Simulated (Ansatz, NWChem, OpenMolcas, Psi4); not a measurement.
**Swapping H for Cl on C: the atomisation energy**

On one C centre, n of the H ligands are replaced by Cl. The atomisation energy (no zero-point term) y in kJ/mol at B3LYP/6-31G* (Cartesian functions). Shapes: PBE0-D4/def2-TZVP. Programs: Ansatz 0.2.0, NWChem 7.3.0, OpenMolcas 26.06, Psi4 1.11. A level may come from different programs for different species; with the same settings they agree closely.

```
molecule  n  y (kJ/mol)
     CH4  0        1762
   CH3Cl  1        1640
  CH2Cl2  2           ?
   CHCl3  3        1372
    CCl4  4        1211
```

Task: Fit y = c + s·n to the known rows and predict CH2Cl2.

Result: 
1. Means of the 4 rows: n = 2.00000, y = 1496.2.
2. Σ(Δn)² = 10, Σ(Δn·Δy) = -1370, so the slope is -1370/10 = -137.
3. Intercept: 1496.2 − (-137) × 2.00000 = 1770.2. The largest residual of the fit is 13.
4. CH2Cl2: 1770.2 + (-137) × 2 = 1496 kJ/mol.

The run gave 1513 kJ/mol, so the prediction is off by -17 kJ/mol, more than the largest residual. The step per swap changes from -122 to -161 kJ/mol along the series, so a line misses the bend: the ligands act on one another. The slope is only an average step. Other levels give for CH2Cl2: HF/STO-3G 1299; HF/3-21G 937 kJ/mol. Spin-orbit coupling of the free atoms (H 0, Cl 4 kJ/mol each; the atoms kept shift only the intercept) is left out.
